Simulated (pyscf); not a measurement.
PySCF, gas phase, ωB97X-D3(BJ)/def2-SVP geometries.

•H₂C–C(CH₃)=NH -> •H₂C–C(=CH₂)–NH₂
Surface: doublet. Broken: C–H. Formed: H–N. Give ΔE‡ and ΔE from ωB97M-D3(BJ)/def2-TZVP, relative to the reactant's lowest minimum found.

ΔE‡ = 55.6 kcal/mol, ΔE = +0.9 kcal/mol. Zero-point energy shifts the barrier by -3.4 kcal/mol. It is a hydrogen shift, with an imaginary mode of 2250i cm⁻¹. The same reactants have a lower exit, to H₂C=C=NH + CH₃• (no saddle counted: cutting one bond, which may have a small barrier of its own, costs +42.1 kcal/mol at ωB97M-D3(BJ), against +55.6 kcal/mol here). This is the saddle that the search found; another between the same sides may lie lower.
